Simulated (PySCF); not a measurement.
PySCF input (M06-2X/def2-TZVPD):

```python
from pyscf import gto, scf, dft

mol = gto.M(
    atom='''
    C     0.00521638   -0.17027709   -0.33328643
    C    -0.01052946    0.18692732    0.99931659
    F     1.10857734   -0.14681244   -1.04645536
    F    -1.08739666   -0.18149448   -1.06310615
    N    -0.02267823    0.40783727    2.14141037
    ''',
    basis='def2-tzvpd',
    charge=0,
    spin=1,
    verbose=4,
)

mf = dft.UKS(mol, xc='m062x').density_fit(auxbasis='def2-universal-jkfit')
mf.grids.level = 4
mf.conv_tol = 1e-9
mf.max_cycle = 100
mf.max_memory = 1500
mf.kernel()
if not mf.converged:
    mf = mf.newton()
    mf.kernel(mf.make_rdm1())
for _ in range(2):
    mo, _, stable, _ = mf.stability(return_status=True)
    if stable:
        break
    mf.kernel(mf.make_rdm1(mo, mf.mo_occ))
mf.analyze()
```

End of the output:

```
Extra cycle  E= -330.575179151823  delta_E= -1.15e-11  |g|= 3.52e-06  |ddm|= 9.46e-06
converged SCF energy = -330.575179151823  <S^2> = 0.76562685  2S+1 = 2.0155663
uhf_internal: lowest eigs of H = [0.29247806 0.29267039 0.3911896 ]
<class 'pyscf.df.df_jk.DFUKS'> wavefunction is stable in the internal stability analysis
**** SCF Summaries ****
Total Energy =                        -330.575179151823022
Nuclear Repulsion Energy =             148.381055264972218
One-electron Energy =                 -748.176433490937484
Two-electron Energy =                  269.220199074142272
Two-electron Coulomb Energy =          307.696713806006073
DFT Exchange-Correlation Energy =      -38.476514731863794
HOMO-LUMO gap [eV] =                     6.250854781848154
**** MO energy ****
                             alpha | beta                alpha | beta
MO #1   energy= -25.3357927325405  | -25.3328635241512  occ= 1 | 1
MO #2   energy= -25.3357805894069  | -25.3328476564838  occ= 1 | 1
MO #3   energy= -14.8047255824772  | -14.8008342887306  occ= 1 | 1
MO #4   energy= -10.7783303992926  | -10.7705698596105  occ= 1 | 1
MO #5   energy= -10.6201995787245  | -10.6218481031952  occ= 1 | 1
MO #6   energy= -1.48898849959251  | -1.47907937402799  occ= 1 | 1
MO #7   energy= -1.43046275061418  | -1.42272815088996  occ= 1 | 1
MO #8   energy= -1.06298178410031  | -1.0506876129102   occ= 1 | 1
MO #9   energy= -0.901474948078125 | -0.875934068463351 occ= 1 | 1
MO #10  energy= -0.761432927679632 | -0.753271149170828 occ= 1 | 1
MO #11  energy= -0.723997593100059 | -0.716786882048808 occ= 1 | 1
MO #12  energy= -0.69219848628186  | -0.653585101602367 occ= 1 | 1
MO #13  energy= -0.612622521532132 | -0.597041996685886 occ= 1 | 1
MO #14  energy= -0.599267545611051 | -0.583486499543126 occ= 1 | 1
MO #15  energy= -0.58196145949763  | -0.578798539764313 occ= 1 | 1
MO #16  energy= -0.493460786648723 | -0.478550647112844 occ= 1 | 1
MO #17  energy= -0.484869149575549 | -0.45061984793536  occ= 1 | 1
MO #18  energy= -0.456120104648136 | -0.450436028108884 occ= 1 | 1
MO #19  energy= -0.317390632010007 | -0.0876759538508765 occ= 1 | 0
MO #20  energy= -0.00444044023521281 | 0.00260455596807131 occ= 0 | 0
MO #21  energy= 0.00204216318315054 | 0.00516405187882075 occ= 0 | 0
MO #22  energy= 0.0414796263695517 | 0.0430404974148512 occ= 0 | 0
MO #23  energy= 0.0569663756052542 | 0.0586574268324982 occ= 0 | 0
MO #24  energy= 0.0587264660350528 | 0.0596918296126959 occ= 0 | 0
MO #25  energy= 0.0798534729588785 | 0.0937152109891636 occ= 0 | 0
MO #26  energy= 0.0979102122893688 | 0.0987710711103948 occ= 0 | 0
MO #27  energy= 0.104253093924768  | 0.107038040153752  occ= 0 | 0
MO #28  energy= 0.108731828217827  | 0.112052221194029  occ= 0 | 0
MO #29  energy= 0.109819572823162  | 0.133269037686108  occ= 0 | 0
MO #30  energy= 0.151186076130031  | 0.158623133052123  occ= 0 | 0
MO #31  energy= 0.166404860769052  | 0.166029468054591  occ= 0 | 0
MO #32  energy= 0.169411788970695  | 0.178267529771913  occ= 0 | 0
MO #33  energy= 0.1968516938355    | 0.201237478217092  occ= 0 | 0
MO #34  energy= 0.200596581479862  | 0.205830215876332  occ= 0 | 0
MO #35  energy= 0.213586260235553  | 0.211898940819131  occ= 0 | 0
MO #36  energy= 0.229212242501328  | 0.22979492468852   occ= 0 | 0
MO #37  energy= 0.272760566475027  | 0.2724507166257    occ= 0 | 0
MO #38  energy= 0.279901316554846  | 0.281026989318306  occ= 0 | 0
MO #39  energy= 0.307028019452744  | 0.299031867347979  occ= 0 | 0
MO #40  energy= 0.318303302590636  | 0.322259093521128  occ= 0 | 0
MO #41  energy= 0.327007439835196  | 0.333675926972365  occ= 0 | 0
MO #42  energy= 0.342694631886624  | 0.33896092846162   occ= 0 | 0
MO #43  energy= 0.351937083944852  | 0.352540775083187  occ= 0 | 0
MO #44  energy= 0.363922300628119  | 0.35349077881796   occ= 0 | 0
MO #45  energy= 0.365904601765071  | 0.376418160545249  occ= 0 | 0
MO #46  energy= 0.385505422027259  | 0.383042315503785  occ= 0 | 0
MO #47  energy= 0.409299821592426  | 0.41050325141372   occ= 0 | 0
MO #48  energy= 0.429408706512682  | 0.427013502425567  occ= 0 | 0
MO #49  energy= 0.444390517389531  | 0.436679393271589  occ= 0 | 0
MO #50  energy= 0.470525207184742  | 0.46668824583497   occ= 0 | 0
MO #51  energy= 0.488266524359286  | 0.488844641811603  occ= 0 | 0
MO #52  energy= 0.509197836118163  | 0.508196842710182  occ= 0 | 0
MO #53  energy= 0.51030765637295   | 0.508624514384922  occ= 0 | 0
MO #54  energy= 0.52623903792688   | 0.526117923994686  occ= 0 | 0
MO #55  energy= 0.54743060258954   | 0.533701460695352  occ= 0 | 0
MO #56  energy= 0.558298358401834  | 0.555508986947031  occ= 0 | 0
MO #57  energy= 0.572982102515222  | 0.570843206348871  occ= 0 | 0
MO #58  energy= 0.580500321711473  | 0.581952404914352  occ= 0 | 0
MO #59  energy= 0.60091277537874   | 0.598805626648589  occ= 0 | 0
MO #60  energy= 0.628745840220554  | 0.629611086791446  occ= 0 | 0
MO #61  energy= 0.641634757162406  | 0.635987361851339  occ= 0 | 0
MO #62  energy= 0.647008353997339  | 0.648649362234183  occ= 0 | 0
MO #63  energy= 0.682685515979795  | 0.67855346531908   occ= 0 | 0
MO #64  energy= 0.687986559035841  | 0.684649867039076  occ= 0 | 0
MO #65  energy= 0.724229880106765  | 0.724114799967369  occ= 0 | 0
MO #66  energy= 0.729546897017394  | 0.732396927969903  occ= 0 | 0
MO #67  energy= 0.734749760407785  | 0.736933716262839  occ= 0 | 0
MO #68  energy= 0.783108221531116  | 0.782966479904506  occ= 0 | 0
MO #69  energy= 0.811989644592722  | 0.811206689493313  occ= 0 | 0
MO #70  energy= 0.813793428375405  | 0.814382089013747  occ= 0 | 0
MO #71  energy= 0.832435866736495  | 0.823042658475958  occ= 0 | 0
MO #72  energy= 0.848580755246389  | 0.850104615960525  occ= 0 | 0
MO #73  energy= 0.864196558996304  | 0.865323102802878  occ= 0 | 0
MO #74  energy= 0.91815703949072   | 0.919047615742857  occ= 0 | 0
MO #75  energy= 0.933044908307322  | 0.934961996008776  occ= 0 | 0
MO #76  energy= 0.954260501897126  | 0.960849368658843  occ= 0 | 0
MO #77  energy= 0.983809321670452  | 0.989046388655027  occ= 0 | 0
MO #78  energy= 0.989151253400478  | 0.991382065304709  occ= 0 | 0
MO #79  energy= 0.992710018836748  | 0.995314719500663  occ= 0 | 0
MO #80  energy= 1.00474169147219   | 1.01305837039295   occ= 0 | 0
MO #81  energy= 1.10381976172965   | 1.09982729397926   occ= 0 | 0
MO #82  energy= 1.12526424228129   | 1.12315506285914   occ= 0 | 0
MO #83  energy= 1.20401696223367   | 1.20846371295403   occ= 0 | 0
MO #84  energy= 1.21731945079603   | 1.22153927946682   occ= 0 | 0
MO #85  energy= 1.23620783919328   | 1.24086290248855   occ= 0 | 0
MO #86  energy= 1.28932326535983   | 1.29033346546822   occ= 0 | 0
MO #87  energy= 1.30537041756426   | 1.30654649641536   occ= 0 | 0
MO #88  energy= 1.36862819871506   | 1.37740531177      occ= 0 | 0
MO #89  energy= 1.40996949458596   | 1.41769661471933   occ= 0 | 0
MO #90  energy= 1.44211707725623   | 1.44957457472066   occ= 0 | 0
MO #91  energy= 1.45789223919965   | 1.46514908902843   occ= 0 | 0
MO #92  energy= 1.54025028263819   | 1.54562128835509   occ= 0 | 0
MO #93  energy= 1.56886107848993   | 1.58213405231022   occ= 0 | 0
MO #94  energy= 1.58814959182197   | 1.59179249896732   occ= 0 | 0
MO #95  energy= 1.6295501331922    | 1.6308221237494    occ= 0 | 0
MO #96  energy= 1.74761759385867   | 1.7438970908813    occ= 0 | 0
MO #97  energy= 1.74895751944858   | 1.76035800495846   occ= 0 | 0
MO #98  energy= 1.86140550811811   | 1.87007919624938   occ= 0 | 0
MO #99  energy= 1.90932023498838   | 1.91169968500187   occ= 0 | 0
MO #100 energy= 2.0128464411495    | 2.01459091882839   occ= 0 | 0
MO #101 energy= 2.08306064211092   | 2.08778329525704   occ= 0 | 0
MO #102 energy= 2.13533229995335   | 2.14602385451486   occ= 0 | 0
MO #103 energy= 2.14700857507917   | 2.15503585709091   occ= 0 | 0
MO #104 energy= 2.17020862435121   | 2.18805540546927   occ= 0 | 0
[...]
```

It need not be the lowest isomer of its formula.
